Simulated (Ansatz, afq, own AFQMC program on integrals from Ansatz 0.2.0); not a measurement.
Where AFQMC and coupled cluster stand for H2F, doublet

```yaml
atoms:
  - { symbol: H, position_ang: [0.0000, 0.0000, -0.9063] }
  - { symbol: H, position_ang: [0.0000, 0.0000, -0.0883] }
  - { symbol: F, position_ang: [0.0000, 0.0000, 0.9947] }
```

Basis cc-pVTZ. Noble-gas cores (and the filled d shells of Ga–Kr and In–Xe) are frozen. Integrals, coupled cluster, full CI and functionals: Ansatz 0.2.0; the random walks run on the same integrals in our own AFQMC program. ph-AFQMC/CISD is guided by a CISD state made of CCSD amplitudes; releasing the constraint for a short imaginary time cuts its bias at the price of noise, slowly where states lie close. ± is one standard error of the sampling.

Determinant: UHF, the one that the program's search chose, which needn't be the lowest solution. The geometry is a point of a scan.

No full CI on the walks' own integrals is used here; CCSDT(Q) serves as the reference and is uncertain by about the last step of the cluster series.

```
T1 diagnostic                               : 0.0176
weight of the determinant in the CISD state : 0.936
⟨S²⟩ of the determinant                     : 0.782
size of the correlated space                : 9 electrons in 57 orbitals
```

Reference: CCSDT(Q), correlation energy -8.032 eV. The released energy is read at 2.40 1/Eh (meV from the phaseless value at times in 1/Eh: 5 ± 7 at 0.24, -7.5 ± 2.5 at 0.51, -5 ± 4 at 0.99, -12 ± 4 at 1.62, -9 ± 4 at 2.40).

```json
{"level": "HF", "E − E(reference) (mEh)": "295.16", "share of correlation (%)": "0.00"}
{"level": "MP2", "E − E(reference) (mEh)": "17.90", "share of correlation (%)": "93.94"}
{"level": "CCSD", "E − E(reference) (mEh)": "7.74", "share of correlation (%)": "97.38"}
{"level": "CCSD(T)", "E − E(reference) (mEh)": "0.59", "share of correlation (%)": "99.80"}
{"level": "CCSDT", "E − E(reference) (mEh)": "0.35", "share of correlation (%)": "99.88"}
{"level": "ph-AFQMC/CISD", "E − E(reference) (mEh)": "0.41 ± 0.09", "share of correlation (%)": "99.86"}
{"level": "released AFQMC", "E − E(reference) (mEh)": "0.09 ± 0.13", "share of correlation (%)": "99.97"}
```

A walk keeps the symmetry of its determinant, which the program's search chose and which needn't be the lowest solution, so a lower state of the same spin and another symmetry isn't excluded. Released energies are given only where the last usable release times agree within the noise; a slower fall can still hide under it.
